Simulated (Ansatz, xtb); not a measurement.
Ligand exchange: BH2Cl + H2O → BH2(OH) + HCl

Gas-phase species: BH2Cl `BCl`, singlet; H2O (water) `O`, singlet; BH2(OH), singlet; HCl, singlet. The partners trade Cl for OH: B–Cl and H–OH bonds give way to B–OH and H–Cl.

Shapes, held fixed at every level: PBE0-D4/def2-TZVP. Programs: Ansatz 0.2.0, xtb 6.7.1. The zero-point and thermal change to 298 K, harmonic and unscaled (PBE0-D4/def2-TZVP), is -2.0 kJ/mol.

Question: Estimate ΔH(298 K) of this reaction.

Answer: The highest level, CCSD(T)/CBS estimate, gives ΔH(298 K) = -46.4 kJ/mol; the levels span -64.8 to -46.4. The column of differences is taken from that level and isn't an error. No measured value is set beside it here. The CBS estimate extrapolates MP2 from def2-TZVPP and def2-QZVPP and adds CCSD(T) − MP2 in the triple-zeta set, cores frozen.

```json
{"level": "GFN1-xTB", "kind": "semi-empirical", "ΔH(298 K) (kJ/mol)": "-57.6", "less CCSD(T)/CBS estimate": "-11.2"}
{"level": "SPW92/def2-TZVPP", "kind": "LDA", "ΔH(298 K) (kJ/mol)": "-56.6", "less CCSD(T)/CBS estimate": "-10.2"}
{"level": "BHLYP-D4/def2-TZVPP", "kind": "global hybrid", "ΔH(298 K) (kJ/mol)": "-52.6", "less CCSD(T)/CBS estimate": "-6.2"}
{"level": "r2SCAN0-D4/def2-TZVPP", "kind": "global hybrid", "ΔH(298 K) (kJ/mol)": "-48.7", "less CCSD(T)/CBS estimate": "-2.3"}
{"level": "wB97X-V/def2-TZVPP", "kind": "range-separated hybrid", "ΔH(298 K) (kJ/mol)": "-50.8", "less CCSD(T)/CBS estimate": "-4.4"}
{"level": "B2PLYP/def2-TZVPP", "kind": "double hybrid", "ΔH(298 K) (kJ/mol)": "-52.2", "less CCSD(T)/CBS estimate": "-5.8"}
{"level": "MP2/def2-SVP", "kind": "perturbation theory", "ΔH(298 K) (kJ/mol)": "-63.8", "less CCSD(T)/CBS estimate": "-17.4"}
{"level": "CCSD(T)/def2-SVP", "kind": "coupled cluster or CI", "ΔH(298 K) (kJ/mol)": "-64.8", "less CCSD(T)/CBS estimate": "-18.4"}
{"level": "CCSD(T)/CBS estimate", "kind": "coupled cluster or CI", "ΔH(298 K) (kJ/mol)": "-46.4", "less CCSD(T)/CBS estimate": "0.0"}
```
